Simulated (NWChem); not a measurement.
SiH$_{2}$, triplet; SMILES [SiH2]

All runs: NWChem. Spin-unrestricted. In the optimisation the excess spin sits in a1 and b2 (C2v, its own frame). No stability test was run on the SCF state. The level has its own optimisation; frequencies are unscaled.

Question: Estimate the computed values for B3LYP/def2-TZVP. Quantities: r H–Si (Å); highest harmonic frequency (cm⁻¹); lowest (cm⁻¹); zero-point energy (kcal/mol); dipole (D).

Answer: 
| Quantity | Result |
|---|---|
| r H–Si (Å) | 1.485 |
| highest harmonic frequency (cm⁻¹) | 2227 |
| lowest (cm⁻¹) | 892 |
| zero-point energy (kcal/mol) | 7.5 |
| dipole (D) | 0.09 |
